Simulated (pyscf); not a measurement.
# Ring closure with loss of a group: •H₂C–SiH₂–CH₃ → cyclic C₂H₆Si (SMILES C1C[SiH2]1) + H atom (H•)

Gas phase, doublet surface, charge 0. Bonds broken: C2–H8. Bonds formed: C1–C2. Structures and frequencies: ωB97X-D3(BJ)/def2-SVP in PySCF. Correlated levels are frozen-core, on RHF or UHF. ΔMP2 is the change of the MP2 total energy from the triple- to the quadruple-zeta basis.

Transition state (Å):

```xyz
10

C     -1.4864     0.1495     0.8744
C      0.0236     0.3584    -0.1481
Si    -1.5427    -0.3175    -0.8806
H     -1.8808     1.1103     1.2221
H     -1.3474    -0.6005     1.6603
H      0.2168     1.4325    -0.0737
H      0.7502    -0.2786     0.3646
H      0.9655     0.3297    -1.4069
H     -2.2470     0.5489    -1.8575
H     -1.5305    -1.7494    -1.2688
```

One imaginary mode, 1303i cm⁻¹; descent along it reached the two sides named.

```csv
bond,change,reactant side (Å),saddle,product side
C2–H8,breaks,1.102,1.572,3.7
C1–C2,forms,3.1,1.836,1.550
```

Electronic energies relative to the reactant's lowest minimum found (kcal/mol):

```
level                             barrier  reaction energy  reverse barrier
--------------------------------  -------  ---------------  ---------------
ωB97X-D3(BJ)/def2-TZVP               75.7            +59.4             16.2
PBE/def2-TZVP                        65.4            +54.2             11.1
r²SCAN/def2-TZVP                     70.5            +61.3              9.2
B3LYP-D3(BJ)/def2-TZVP               72.7            +62.1             10.6
PBE0-D3(BJ)/def2-TZVP                71.1            +57.6             13.5
M06-2X/def2-TZVP                     73.0            +56.7             16.3
ωB97M-D3(BJ)/def2-TZVP               74.5            +58.8             15.7
HF/def2-TZVP                         91.5            +65.7             25.7
MP2/def2-QZVPP                       73.7            +53.9             19.8
CCSD/def2-TZVPP                      77.8            +61.7             16.1
CCSD(T)/def2-TZVPP                   74.3            +59.3             14.9
CCSD(T)/def2-TZVPP + ΔMP2(QZVPP)     73.7            +59.4             14.3
```

With CCSD(T)/def2-TZVPP + ΔMP2(QZVPP) energies and thermal terms (ideal gas, 1 atm, RRHO with modes under 100 cm⁻¹ raised to 100, one conformer, R ln 2 for chiral ones without a mode under 150 cm⁻¹), in kcal/mol:

| T (K) | ΔH‡ | ΔG‡ | ΔH | ΔG |
|---|---|---|---|---|
| 298 | 69.9 | 71.7 | +55.6 | +50.7 |
| 600 | 69.6 | 73.7 | +55.8 | +45.8 |
| 900 | 69.5 | 75.8 | +56.0 | +40.7 |
| 1200 | 69.3 | 78.0 | +56.1 | +35.6 |

This saddle turned up in a search for another step; its sides and bond changes are read from the two ends of the descent. The same reactants have a lower exit, to H₃C–SiH•–CH₃ (barrier +38.4 kcal/mol at ωB97M-D3(BJ)/def2-TZVP, against +74.5 kcal/mol here). •H₂C–SiH₂–CH₃ lies 9.5 kcal/mol over its isomer H₃C–SiH•–CH₃ (electronic energy, ωB97M-D3(BJ)/def2-TZVP). cyclic C₂H₆Si (SMILES C1C[SiH2]1) lies 7.4 kcal/mol over its isomer H₂C=CH–SiH₃ (electronic energy, ωB97M-D3(BJ)/def2-TZVP). One saddle was located; it need not be the lowest between these sides. The CCSD(T) − MP2 part came from Ansatz, without density fitting, on the same reference.
